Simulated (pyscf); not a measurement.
H₃C–OH (SMILES CO) + HO–BH–OH (SMILES OBO) → HO–B(OH)–OH (SMILES OB(O)O) + CH₄ (SMILES C), a four-centre exchange (singlet surface; C–O, B–H broken, B–O, C–H formed). PySCF, gas phase, ωB97X-D3(BJ)/def2-SVP geometries. Energies in kcal/mol from the separated reactants.

Small-basis levels: PySCF, no dispersion term, spherical d functions. AM1 to PM7: differences of heats of formation from MOPAC, which are fitted to 298 K values and so differ in kind from electronic energies by zero-point and thermal terms. GFN2-xTB: tblite. Cost: rough CPU time at the saddle relative to B3LYP/6-31G*, from one job on a shared machine.

```json
[
 {"level": "MP2/6-31G*", "barrier": "71.6", "reaction energy": "-56.2", "cost": "0.2"},
 {"level": "SVWN5/6-31G*", "barrier": "44.8", "reaction energy": "-54.6", "cost": "1"},
 {"level": "BP86/6-31G*", "barrier": "56.7", "reaction energy": "-51.8", "cost": "2"},
 {"level": "PBE/6-31G*", "barrier": "54.9", "reaction energy": "-51.9", "cost": "2"},
 {"level": "B3LYP/STO-3G", "barrier": "76.6", "reaction energy": "-51.0", "cost": "0.5"},
 {"level": "B3LYP/3-21G", "barrier": "49.0", "reaction energy": "-60.0", "cost": "0.7"},
 {"level": "B3LYP/def2-SVP", "barrier": "62.7", "reaction energy": "-54.5", "cost": "1"},
 {"level": "GFN2-xTB", "barrier": "78.1", "reaction energy": "-38.2", "cost": "under 0.02"},
 {"level": "AM1", "barrier": "69.7", "reaction energy": "-37.5", "cost": "under 0.02"},
 {"level": "ωB97M-D3(BJ)/def2-TZVP", "barrier": "63.5", "reaction energy": "-54.4", "cost": "–"}
]
```

Against the last row the barrier runs from -18.8 (SVWN5/6-31G*) to +14.6 kcal/mol (GFN2-xTB). ωB97M-D3(BJ)/def2-TZVP has limits of its own. On the reactant side the descent ends in a complex (not fully relaxed), 4.3 kcal/mol under the separated species and 70.0 kcal/mol under the saddle at ωB97X-D3(BJ)/def2-TZVP. The reactants may also form a dative adduct at HO–BH–OH; it and routes through it were not searched. At ωB97X-D3(BJ)/def2-TZVP the barrier from the zero used here is 65.7 kcal/mol. One saddle was located; it need not be the lowest between these sides.
